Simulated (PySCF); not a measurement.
## Dipole moment and polarisability across levels of theory

Species: CH2N2.
Geometry (PBE0-D3(BJ)/def2-SVP, Å), atoms numbered from 1 in this order:
```xyz
5
CH2N2 angstrom
N      1.8506   -0.0310   -0.4906
C      0.7150   -0.0120   -0.2452
N     -0.6009    0.0098   -0.0213
H     -0.9686    0.8670    0.3770
H     -0.9961   -0.8337    0.3800
```

PySCF, dipoles from the SCF density, polarisabilities from static response with core orbitals frozen. Isolated species at its PBE0-D3(BJ)/def2-SVP geometry, gas phase.

Problem. How do dipole and polarisability depend on functional and basis here?

Solution. 

```
              level  μ (D)  error (%)  α (au)  anisotropy (au)
      LDA/def2-SVPD  4.714       +9.1   26.73            18.13
      PBE/def2-SVPD  4.611       +6.7   26.55            18.12
    B3LYP/def2-SVPD  4.647       +7.6   25.99            17.49
     PBE0/def2-SVPD  4.664       +8.0   25.68            17.23
BHandHLYP/def2-SVPD  4.708       +9.0   25.13            16.64
CAM-B3LYP/def2-SVPD  4.678       +8.3   25.70            17.07
  wB97X-D/def2-SVPD  4.692       +8.6   25.93            16.99
  LC-wPBE/def2-SVPD  4.675       +8.2   25.24            16.68
       HF/def2-SVPD  4.818      +11.5   24.38            15.68
        PBE0/6-31G*  4.610       +6.7   18.91            20.17
      PBE0/def2-SVP  4.614       +6.8   19.12            18.97
       PBE0/6-31+G*  4.734       +9.6   23.15            20.68
   PBE0/aug-cc-pVDZ  4.669       +8.1   26.56            17.95
     PBE0/def2-TZVP  4.717       +9.2   23.55            18.91
    PBE0/def2-TZVPD  4.671       +8.1   26.68            17.58
   PBE0/aug-cc-pVTZ  4.680       +8.3   26.94            17.68
```

Reference dipole: 4.320 D (measured, gas; NIST CCCBDB Release 22 (SRD 101), experimental dipoles). The anisotropy is √(½[(α1 − α2)² + (α2 − α3)² + (α3 − α1)²]). For the dipole, the smallest error is 6.7% (PBE0/6-31G* and PBE/def2-SVPD) and the largest 11.5% (HF/def2-SVPD). The dipole runs from 4.61 D (PBE0/6-31G*) to 4.82 D (HF/def2-SVPD). No reference polarisability is at hand; against PBE0 in the largest diffuse basis at hand (aug-cc-pVTZ) the other PBE0 rows deviate by 6-31G* -30%, def2-SVP -29%, 6-31+G* -14%, def2-SVPD -5%, aug-cc-pVDZ -1%, def2-TZVP -13%, def2-TZVPD -1%. In one basis (def2-SVPD) the functionals order the polarisability from HF (lowest) to LDA (highest), a spread of 10%. With PBE0 the polarisability is 20.53 au without diffuse functions (mean of 6-31G*, def2-SVP and def2-TZVP) and 25.80 au with them (mean of 6-31+G*, def2-SVPD, aug-cc-pVDZ, def2-TZVPD and aug-cc-pVTZ). Measured values can belong to vibrating molecules and may average over conformers; the computed ones are for one fixed geometry.
